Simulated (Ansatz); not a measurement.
For fluorite CeO2, PBE (PAW; Ansatz, a first-principles code) gives:

band gap at the measured cell: 1.98 eV
elastic constant C11: 332 GPa
elastic constant C44: 48.6 GPa
Voigt–Reuss–Hill shear modulus: 70.2 GPa

Problem. What does B3LYP (VWN-RPA form) (PAW; Ansatz) give for the same quantities?

Solution. 
- band gap at the measured cell: 3.83 eV (rises by 1.85 eV)
- elastic constant C11: 373 GPa (rises by 12 %)
- elastic constant C44: 49.5 GPa (increases by 1.9 %)
- Voigt–Reuss–Hill shear modulus: 75.3 GPa (grows by 7.3 %)

For comparison: band gap 3 eV (measured, temperature not stated, not corrected to a static lattice, O 2p to Ce 4f, our sources range from 3.00 to 3.20; as tabulated in Tran et al. (2019), arXiv:1908.01820); elastic constant C11 403 GPa (measured, temperature not stated, no zero-point or thermal correction; as tabulated in Atomistic and experimental study on thermal conductivity of bulk and porous …); elastic constant C44 60 GPa (measured, temperature not stated, no zero-point or thermal correction; as tabulated in Atomistic and experimental study on thermal conductivity of bulk and porous …).

Changes are worked out from the printed values.

Unless a cell is named, each level is at its own relaxed cell.

Levels without +SOC have no spin–orbit coupling; where heavier elements are present it shifts gaps, mostly down, and can invert bands. Density-functional gaps are differences of (generalised) Kohn–Sham levels.

The crystal itself was run without spin with PBE, B3LYP (VWN-RPA form); a magnetic state was not tried in these runs.

Ansatz's density-functional and Hartree–Fock values are scalar-relativistic unless marked +SOC, with PAW data made under PBE.
